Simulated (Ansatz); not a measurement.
# C₂H₃B: functionals against CCSD(T) at one geometry

One table from this session's results is given with a row withheld; the runs are named, their logs left out.

Computed with Ansatz 0.2.0, Gaussian basis. Level: single points in def2-TZVPP.

Correlated methods freeze the cores.

## The system as given

SMILES `BC#C`, 6 atoms, charge 0, spin multiplicity 1.

Atoms are counted from 1 here; the program's logs count them from 0.

Bond lengths: B1–C2 1.490 Å, B1–H4 1.218 Å, B1–H5 1.141 Å, C2–C3 1.241 Å, C3–H6 1.088 Å. Angles: C2–B1–H4 119.5°, C2–B1–H5 123.6°, H4–B1–H5 115.8°, B1–C2–C3 171.1°, C2–C3–H6 177.1°.

Geometry (Å):

```xyz
6

B    -0.7960    0.6696   -0.4192
C     0.2386   -0.2306    0.1643
C     1.2021   -0.9401    0.4930
H    -1.7558    0.1879   -0.9934
H    -0.8635    1.7859   -0.1907
H     2.0165   -1.5818    0.8221
```

The first run:

Contents of run/in.yaml:

```yaml
crystal:
  periodic: [false, false, false]
  atoms:
    - {symbol: B, position_ang: [-0.796000, 0.669600, -0.419200]}
    - {symbol: C, position_ang: [0.238600, -0.230600, 0.164300]}
    - {symbol: C, position_ang: [1.202100, -0.940100, 0.493000]}
    - {symbol: H, position_ang: [-1.755800, 0.187900, -0.993400]}
    - {symbol: H, position_ang: [-0.863500, 1.785900, -0.190700]}
    - {symbol: H, position_ang: [2.016500, -1.581800, 0.822100]}
basis:
  gaussian: {orbitals: def2-TZVPP}
correlation: {method: ccsd_t}
output: {forces: true}
```

No record of the launch command was kept for these runs.

Among the steps run: CCSD(T)/def2-TZVPP; PBE0-D4/def2-TZVPP; wB97M-V/def2-TZVPP; r2SCAN-D4/def2-TZVPP; PBE-D4/def2-TZVPP; r2SCAN0-D4/def2-TZVPP; CAM-B3LYP-D4/def2-TZVPP.

One table of the session follows, with a row left open; its other results are not shown here.

| method | RMS force component (eV/Å) | angle to CCSD(T) forces (°) | dipole (D) |
| --- | --- | --- | --- |
| CCSD(T) | 0.883 | reference | 1.06 |
| PBE0-D4 | 1.074 | 16.8 | 1.10 |
| wB97M-V | 1.186 | 18.3 | 1.09 |
| r2SCAN-D4 | 0.961 | 14.4 | 1.13 |
| PBE-D4 | 0.798 | 15.5 | 1.17 |
| r2SCAN0-D4 | ? | ? | ? |
| CAM-B3LYP-D4 | 1.245 | 21.0 | 1.07 |

Estimate the missing values for r2SCAN0-D4.

**Answer.** RMS force component (eV/Å): 1.191; angle to CCSD(T) forces (°): 19.2; dipole (D): 1.09. In the column «RMS force component (eV/Å)» it lies between wB97M-V (1.186) and CAM-B3LYP-D4 (1.245).
